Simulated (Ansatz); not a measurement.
## What a trial cell of RbSi₂ relaxes into

Computed with DFT PBE, scalar-relativistic, plane waves, PAW (Ansatz 0.2.0). Cutoff 420 eV, Γ-centred k mesh, Gaussian smearing, no spin polarisation in the final step.

The start puts RbSi₂ on the 3R molybdenite structure type (R3m, No. 160), with Rb in place of Mo, Si in place of S, at a guessed volume.

```yaml
crystal:
  lattice:
    - [1.70204, 0.98267, 6.59004]
    - [-1.70204, 0.98267, 6.59004]
    - [0.00000, -1.96535, 6.59004]
  atoms:
    - { symbol: Rb, position: [0.00000, 0.00000, 0.00000] }
    - { symbol: Si, position: [0.74840, 0.74840, 0.74840] }
    - { symbol: Si, position: [0.58490, 0.58490, 0.58490] }
```

Cell and atoms relax at zero pressure; the relaxation can't lower the symmetry of the start. After a coarse first stage the cell is made exact in the group found at 0.06 Å.

Energies over the elements count from the elements' standard structures at the same level, with no empirical corrections.

Q: Describe the relaxed structure.

A: It keeps R3m (No. 160), but not the shape of the type it started on. Conventional cell: a = 3.957 Å, c = 18.749 Å. Rb is coordinated by 7 Si at 3.51–3.71 Å, 6 Rb at 3.96 Å and 3 Si at 4.04 Å; around Si on Wyckoff site a (1 atom of the primitive cell) lie 3 Si at 2.38 Å; Si on Wyckoff site a (1 atom of the primitive cell) is coordinated by 3 Si at 2.38 Å.

Space group R3m:H (No. 160). a = 3.957 Å, b = 3.957 Å, c = 18.749 Å, α = 90.00°, β = 90.00°, γ = 120.00°
| atom | site | symmetry | x | y | z |
| --- | --- | --- | --- | --- | --- |
| Rb | 3a | 3m | 0.6667 | 0.3333 | 0.3289 |
| Si | 3a | 3m | 0.0000 | 0.0000 | 0.1866 |
| Si | 3a | 3m | 0.3333 | 0.6667 | 0.1512 |

Q: What are its volume, energy, density and gap?

A: The volume per atom is 28.24 Å³. The density is 2.78 g/cm³. The energy over the elements is 0.09 eV/atom and the gap on the 12×12×12 mesh is 0 eV (a metal).

The final run used a 12×12×12 mesh on its 3-atom cell and 0.10 eV smearing. The k mesh leaves about 4 meV/atom of noise in metals. A structure relaxed within its symmetry needn't be a true minimum. The steps took roughly 3 core-minutes in all.